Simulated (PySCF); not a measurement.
A species of formula C3H4F2O has this rotational fingerprint, computed with PBE0-D3(BJ)/def2-SVP geometry optimisation, gas phase in PySCF 2.14.0:

```
Rotational constants : A = 5956, B = 3284, C = 3066 MHz
Dipole components    : |μa| = 0.16 D, |μb| = 0.00 D, |μc| = 0.00 D
Inertial defect      : -73.91 u·Å²
κ                    : -0.85
```

Problem. Which candidate fits, each taken in the one conformer that was computed?
A. `[O:1]=[CH:2][CH2:3][CH:4]([F:5])[F:6]` with O1–C2–C3–C4 136°, C2–C3–C4–F5 175°
B. `[F:1][CH2:2][C@@H:3]1[O:4][C@@H:5]1[F:6]` with F1–C2–C3–O4 174°
C. `FC1(F)COC1`

Solution. C. It is FC1(F)COC1, an asymmetric top, point group C2v. The candidates at the same level (rigid rotor, commonest isotopes):

```csv
SMILES,A (MHz),B (MHz),C (MHz),μa (D),μb (D),μc (D),Δ (u·Å²),point group,rotor
FC[C@@H]1O[C@@H]1F,6823,2487,2078,0.14,0.73,0.83,-34.07,C1,asymmetric top
FC1(F)COC1,5956,3284,3066,0.16,0.00,0.00,-73.91,C2v,asymmetric top
O=CCC(F)F,8664,1935,1660,0.74,0.10,0.10,-15.09,C1,near-prolate asymmetric top
```

`FC[C@@H]1O[C@@H]1F` has C 32 % too low; `O=CCC(F)F` has C 46 % too low. In the right answer the symmetry axis of this C2v structure is a, so μb and μc vanish by symmetry. No structure here is proved a minimum.
